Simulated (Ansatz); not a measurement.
A made-up structure of C₂H₂B (charge -1), closed shell:

```
5
angstrom
B -1.9957 -0.6442 0.5748
C -0.6866 -0.2217 0.1978
C 0.5233 0.1689 -0.1507
H 1.4426 -0.2228 0.3092
H -2.9119 -1.3389 0.5935
```

It is relaxed with PBE-D4/def2-SVPD and then PBE0-D4/def2-TZVPD (Ansatz 0.2.0). Atoms count as bonded within 1.22 times the sum of their covalent radii (H–H: 0.88 Å). The end point is not checked to be a true minimum.

(1) Does its bonding change? (A judgement: the text doesn't fix the answer.)

Results:

(1) By the calculation: No: no bond forms or breaks.

Where it ends: The first stage lowers the energy by 0.37 eV in 11 steps. It ends as C₂H₂B ([BH][C][CH]), total charge -1:
```xyz
5
angstrom
B -2.0326 -0.5623 0.3233
C -0.6764 -0.2459 0.1887
C 0.5011 0.2609 -0.0613
H 1.3554 -0.3323 0.3094
H -2.7757 -1.3791 0.7645
```

Labels in which every atom is bracketed show which atoms are joined, not bond orders.

For scale, one of the runs: PBE0-D4/def2-TZVPD relaxation, 129 basis functions, launched by `ansatz run in.yaml --threads 2 --pin off --events-out ev --progress --plain --max-ram 4352MiB`. The run took about 16 s on 2 CPU threads of an Arm Neoverse V1 (shared host).
